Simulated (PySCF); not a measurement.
C2H3NO.
Z-matrix (Å and degrees, PBE0-D3(BJ)/def2-SVP geometry), rows numbered from 1:
```
C 
N   1  1.2618
C   2  1.3872  1  123.42
O   3  1.2012  2  125.00  1   -67.72
H   1  1.0997  2  119.52  3   176.61
H   1  1.1053  2  123.22  3    -3.41
H   3  1.1169  2  111.73  1   116.89
```

The calculation used PBE0-D3(BJ)/def2-SVP geometry optimisation, gas phase in PySCF.

Masses are those of the commonest isotopes; rigid-rotor values at the optimised geometry. The values belong to one conformer with, in the numbering `[CH2:1]=[N:2][CH:3]=[O:4]`, C1–N2–C3–O4 -68°.

(1) Give the principal moments of inertia and the rotational constants in cm⁻¹.

(2) Classify the top.

(3) Is it planar, by Δ = Ic − Ia − Ib?

(4) Give the other two planar moments, Paa and Pbb, and the rms extents of the mass along the axes.

(5) Give the coordinates in the principal-axis frame, origin at the centre of mass.

(6) Which types of transition are allowed, and where do some lines up to J = 3 fall?

(7) Estimate the classical rotational partition function at 50 K, 100 K and 298.15 K.

Answers

(1) Ia = 16.07, Ib = 85.49, Ic = 95.55 u·Å²; 505379 MHz·u·Å²/I gives 31457, 5911 and 5289 MHz, that is A = 1.04930, B = 0.19718, C = 0.17643 cm⁻¹.

(2) A near-prolate asymmetric top: κ = (2 × 5911 − 31457 − 5289)/(31457 − 5289) = -0.95.

(3) Not planar: Δ = Ic − Ia − Ib = -6.01 u·Å². For a rigid frame Δ = −2 Σ m c², so Σ m c² = 3.00 u·Å² lies off the ab plane: 1.45 from hydrogen and 1.55 from heavier atoms. The atom farthest from that plane is 0.83 Å away.

(4) Paa = Σ m a² = (Ib + Ic − Ia)/2 = 82.49 and Pbb = Σ m b² = (Ia + Ic − Ib)/2 = 13.06 u·Å². With the mass M = 57.02 u, the rms extents √(P/M) along a, b and c are 1.20, 0.48, 0.23 Å.

(5) The sense of each axis is arbitrary; atoms in the order of the calculation.
```csv
atom,mass (u),a (Å),b (Å),c (Å)
C1,12.000,-1.541,0.386,0.098
N2,14.003,-0.670,-0.465,-0.232
C3,12.000,0.646,-0.420,0.205
O4,15.995,1.447,0.419,-0.107
H5,1.008,-2.552,0.321,-0.331
H6,1.008,-1.344,1.211,0.807
H7,1.008,0.906,-1.312,0.826
```

(6) The dipole components are |μa| = 2.52 D, |μb| = 0.17 D, |μc| = 1.41 D. Intensities carry the squares of the components, which stand as 1.00 : 0.00 : 0.32 (a : b : c). Some lines, for components of 0.1 D or more:

```tsv
type	branch	J(Ka,Kc)	MHz	lower level (cm⁻¹)
b	R	3(0,3) ← 2(1,2)	8622	1.952
a	R	2(1,2) ← 1(1,1)	21779	1.226
a	R	2(0,2) ← 1(0,1)	22390	0.374
a	R	2(1,1) ← 1(1,0)	23023	1.246
c	Q	3(1,3) ← 3(0,3)	24040	2.240
b	Q	3(1,2) ← 3(0,3)	27772	2.240
a	R	3(1,3) ← 2(1,2)	32661	1.952
a	R	3(0,3) ← 2(0,2)	33557	1.120
a	R	3(2,2) ← 2(2,1)	33602	4.571
a	R	3(2,1) ← 2(2,0)	33646	4.571
c	R	2(1,1) ← 1(0,1)	49191	0.374
b	R	3(1,3) ← 2(0,2)	57596	1.120
b	Q	2(2,1) ← 2(1,2)	78504	1.952
b	Q	3(2,2) ← 3(1,3)	79444	3.042
c	R	2(2,0) ← 1(1,0)	99672	1.246
b	R	2(2,0) ← 1(1,1)	100294	1.226
c	R	3(2,1) ← 2(1,1)	110295	2.014
```

(7) Point group C1, symmetry number σ = 1; q = (√π/σ)·√((kT/h)³/(ABC)), k/h = 20836.6 MHz/K: 1900 at 50 K, 5380 at 100 K, 27700 at 298.15 K.

Stationary, but not proved a minimum. Zero-point vibration and centrifugal distortion are left out. Quadrupole hyperfine structure (14N) is left out.
